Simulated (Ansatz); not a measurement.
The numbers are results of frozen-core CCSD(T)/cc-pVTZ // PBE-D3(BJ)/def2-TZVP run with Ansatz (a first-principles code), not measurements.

Ansatz 0.2 input:
```yaml
crystal:
  periodic: [false, false, false]
  atoms:
    - { symbol: C, position_ang: [0.000001, -0.000001, -0.000008] }
    - { symbol: H, position_ang: [1.08085, -0.115583, -0.000835] }
    - { symbol: H, position_ang: [-0.640521, -0.878237, 0.005206] }
    - { symbol: H, position_ang: [-0.44033, 0.993822, -0.004362] }
basis:
  gaussian: { orbitals: cc-pVTZ }
correlation:
  method: ccsd_t
magnetization:
  spin_polarized: true
  initial_magnetization: 1
```

Output:

```
Functional definition: HF
394 factors; integrals over basis functions are off by at most 1.1e-3 eV
mean field evaluation 1: about -1076.2570 eV, gradient 1.1e1 eV
mean field evaluation 2: about -1076.2564 eV, gradient 1.1e1 eV
mean field evaluation 4: about -1076.9353 eV, gradient 1.1e0 eV
mean field evaluation 8: about -1076.9472 eV, gradient 3.9e-4 eV
mean field evaluation 16: about -1076.9483 eV, gradient 1.3e-1 eV
mean field -1076.94722035 eV, -39.5770803670 hartree, gradient 7.7e-7 eV, S^2 0.762072; 0 other end points of the search recorded, 0 dependent functions left out
1 core orbitals not correlated
reference -1076.94722035 eV, -39.5770803670 hartree; 4, 3 occupied and 67, 68 virtual orbitals, 394 factors
second order -4.30723631 eV of doubles, -0.00000000 eV of singles
cycle   1  -4.71780534 eV  change   -4.1e-1 eV  update   4.0e-2
cycle   2  -4.85678249 eV  change   -1.4e-1 eV  update   1.4e-2
cycle   3  -4.87008091 eV  change   -1.3e-2 eV  update   4.7e-3
cycle   4  -4.87061239 eV  change   -5.3e-4 eV  update   1.8e-3
cycle   5  -4.87086240 eV  change   -2.5e-4 eV  update   5.7e-4
cycle   6  -4.87094395 eV  change   -8.2e-5 eV  update   1.4e-4
cycle   7  -4.87096218 eV  change   -1.8e-5 eV  update   3.9e-5
cycle   8  -4.87096230 eV  change   -1.2e-7 eV  update   1.1e-5
cycle   9  -4.87096077 eV  change    1.5e-6 eV  update   2.7e-6
perturbative correction -0.12953481 eV, -0.0047603164 hartree
Total energy: -1081.94771593 eV, -39.7608451901 hartree
```

Cost: about 2.5 core-seconds (a rough figure).
